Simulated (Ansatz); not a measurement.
Process, species as SMILES: ClCCl + 2 [H][H] (H2) → C (CH4) + 2 Cl (HCl)
B3LYP-D3(BJ)/def2-TZVP geometries, fixed; electronic energies without zero-point terms.

Effect of a fitting basis named in the input at MP2/aug-cc-pV(T+d)Z with Ansatz (an electronic-structure program), against the last row, where the energy of full hydrogenation is -43.77 kcal/mol. Cores are frozen. The default fits or decomposes integrals by the program's own choice; accuracy: high also tightens integrals, grids and stops.

```
setting                                              largest shift of a total energy (mEh)  shift of the energy of full hydrogenation (kcal/mol)
---------------------------------------------------  -------------------------------------  ----------------------------------------------------
fitting: def2-universal-jkfit and def2-SVP-RIFIT                                    -6.348                                                 0.068
fitting: def2-universal-jkfit and cc-pVDZ-RIFIT                                     -5.594                                                 0.080
fitting: def2-universal-jkfit and cc-pVTZ-RIFIT                                      0.112                                                -0.110
fitting: def2-universal-jkfit and aug-cc-pVTZ-RIFIT                                  0.240                                                -0.040
fitting: def2-universal-jkfit and cc-pVQZ-RIFIT                                      0.241                                                -0.041
fitting: def2-universal-jkfit and aug-cc-pVQZ-RIFIT                                  0.211                                                -0.045
accuracy: high                                                                      -0.001                                                 0.000
accuracy: medium (default)                                                           0.000                                                 0.000
```

Within 0.05 kcal/mol in the energy of full hydrogenation: fitting: def2-universal-jkfit and aug-cc-pVTZ-RIFIT; fitting: def2-universal-jkfit and cc-pVQZ-RIFIT; fitting: def2-universal-jkfit and aug-cc-pVQZ-RIFIT; accuracy: high. The largest shift is 6.348 mEh in a total energy and 0.110 kcal/mol in the difference.
